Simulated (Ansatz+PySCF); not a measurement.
## doublet H₃O: levels of theory in one basis

```xyz
4

O    -0.3011   -0.1080    0.0000
H    -0.4279    0.8516    0.0000
H     1.0155   -0.1004    0.0001
H     1.8210    0.1132   -0.0001
```

Basis set: cc-pVTZ (spherical functions). Correlated methods keep 1 orbital frozen. Correlation on ROHF uses semicanonical orbitals with singles. Charge 0, multiplicity 2.

Computed with Ansatz (development build ahead of 0.2.0) and PySCF 2.14.0; each method stands on the lowest determinant of its kind that the runs found.

| method | E − E(ROHF) (eV) | <S²> of the determinant |
| --- | --- | --- |
| ROHF | 0.00 | 0.75 |
| UHF | -0.29 | 0.79 |
| ROHF-MP2 | -7.13 | – |
| UHF-MP2 | -7.16 | 0.79 |
| ROHF-CCSD | -7.72 | – |
| UHF-CCSD | -7.73 | 0.79 |
| ROHF-CCSD(T) | -7.94 | – |
| UHF-CCSD(T) | -7.94 | 0.79 |

Caution for ROHF-MP2, UHF-MP2, ROHF-CCSD, UHF-CCSD, ROHF-CCSD(T), UHF-CCSD(T): bonds are stretched, where a single reference can fail.
